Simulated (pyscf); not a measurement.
Single points on ωB97X-D3(BJ)/def2-SVP structures (PySCF, gas phase). MP2 and CC: frozen core, UHF for open shells. ΔMP2 is the change of the MP2 total energy from the triple- to the quadruple-zeta basis.

Problem. What is the homolytic dissociation enthalpy (298 K, CCSD(T)/def2-TZVPP + ΔMP2(QZVPP)) of the C–O bond of `[CH2]=[CH][O][CH3]`, to •H₂C–CH=O + CH₃•?

Solution. C–O to •H₂C–CH=O + CH₃•: 267.8 kJ/mol. The radicals are drawn with the spin at the cut bond; how far it spreads was not checked. H₂C=CH–O–CH₃ lies 58.9 kJ/mol over its isomer H₂C=C(CH₃)–OH, and others may lie lower still (electronic energy, ωB97M-D3(BJ)). •H₂C–CH=O lies 28.1 kJ/mol over its isomer H₃C–C•=O, and others may lie lower still (electronic energy, ωB97M-D3(BJ)). The CCSD(T) − MP2 part came from Ansatz, without density fitting, on the same reference. A UHF reference is spin-contaminated (<S²> up to 0.92), which harms MP2 most.
